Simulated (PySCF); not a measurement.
## The first ionisation energy along the second row

All values are computed (PySCF 2.14, energy differences of UHF-based or UKS calculations, no spin-orbit coupling). Values in eV. The last column holds reference values (NIST; (s) semi-empirical, (t) theoretical, else measured). Unmarked ones compare directly (S terms, centres of terms, or small fine structure); those marked * lie between the lowest fine-structure levels and include a spin-orbit shift.

```tsv
element	configurations	UHF	MP2 (valence)	LDA	PBE	PBE0	r2SCAN	reference
Li (aug-cc-pVTZ-DK, spin-free X2C)	[He] 2s1 → 1s2	5.343	n/a	5.468	5.584	5.568	5.384	5.392
Be (aug-cc-pVTZ-DK, spin-free X2C)	[He] 2s2 → [He] 2s1	8.046	8.817	9.024	8.996	8.971	8.790	9.323
B (aug-cc-pVTZ-DK, spin-free X2C)	[He] 2s2 2p1 → [He] 2s2	8.035	8.263	8.639	8.668	8.642	8.763	8.297
C (aug-cc-pVTZ-DK, spin-free X2C)	[He] 2s2 2p2 → [He] 2s2 2p1	10.794	11.251	11.686	11.537	11.510	11.668	11.262
N (aug-cc-pVTZ-DK, spin-free X2C)	[He] 2s2 2p3 → [He] 2s2 2p2	13.890	14.584	15.003	14.728	14.699	14.805	14.545
O (aug-cc-pVTZ-DK, spin-free X2C)	[He] 2s2 2p4 → [He] 2s2 2p3	12.024	13.327	13.996	14.055	13.843	13.709	13.608
F (aug-cc-pVTZ-DK, spin-free X2C)	[He] 2s2 2p5 → [He] 2s2 2p4	15.659	17.300	17.959	17.655	17.447	17.548	17.427
Ne (aug-cc-pVTZ-DK, spin-free X2C)	[Ne] → [He] 2s2 2p5	19.673	21.647	22.195	21.662	21.455	21.493	21.597
```

| method | elements | mean error (eV) | mean absolute error (eV) | largest error (eV) |
| --- | --- | --- | --- | --- |
| UHF | 8 | -0.998 | 0.998 | -1.924 |
| MP2 (valence) | 7 | -0.124 | 0.150 | -0.505 |
| LDA | 8 | 0.315 | 0.390 | 0.598 |
| PBE | 8 | 0.179 | 0.261 | 0.447 |
| PBE0 | 8 | 0.086 | 0.209 | -0.351 |
| r2SCAN | 8 | 0.089 | 0.250 | -0.533 |

Errors include the incompleteness of the basis and the frozen core.

"Valence" correlates the outer s and p shells and, in groups 3 to 12 and the f block, the outer d or f shell, open or full, or the next shell where the ion has no valence electron left; the wider scheme adds the next inner shell.
